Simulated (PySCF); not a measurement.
# C3H9N (2-Propanamine): the cost of one run

The runs use PySCF 2.14.0, with density-fitted response routines of our own; the level of theory stands in each step. All values are computed, except where a source is named. Atoms count from 0, in the outputs and in this text.

## (1) The molecule as given

13 atoms, charge 0, multiplicity 1; geometry from: MMFF94s. The atoms were then displaced at random by about 0.03 Å, so the start is not that level's minimum.

Bonds of the start (Å): C0–C1 1.47, C1–C2 1.48, C1–N3 1.38, C0–H4 1.11, C0–H5 1.06, C0–H6 1.15, C1–H7 1.11, C2–H8 1.05, C2–H9 1.15, C2–H10 1.11, N3–H11 0.98, N3–H12 1.20.

## (2) Geometry optimisation at PBE0-D3(BJ)/def2-SVP

The job: settings as JSON, then the geometry in Å.

```
{"job": {"xc": "PBE0", "basis": "def2-SVP", "d3": "d3bj", "grid": 1, "shake": 0.03, "kind": "geom"}, "charge": 0, "multiplicity": 1}
C     -0.553780     1.036800     0.585110
C     -0.109830    -0.005010    -0.346410
C      1.291000    -0.352010    -0.027010
N     -0.833440    -1.172320    -0.211720
H     -0.012860     1.997310     0.440830
H     -0.607030     0.824250     1.618240
H     -1.617800     1.374180     0.317620
H     -0.093200     0.370510    -1.394170
H      1.727030    -1.109660    -0.610650
H      1.439250    -0.712430     1.059670
H      1.973000     0.522340    -0.085560
H     -0.596560    -1.900270    -0.823560
H     -1.975140    -0.925800    -0.500180
```

Run with:

```
> OMP_NUM_THREADS=1 python probes_run.py task.json out
```

This one command runs all jobs of the session in turn.

**Question.** How long does this first job take on 1 thread of Arm Neoverse V1, shared host, and how much memory does it need?

About 29 s, with a peak of 0.41 GiB.
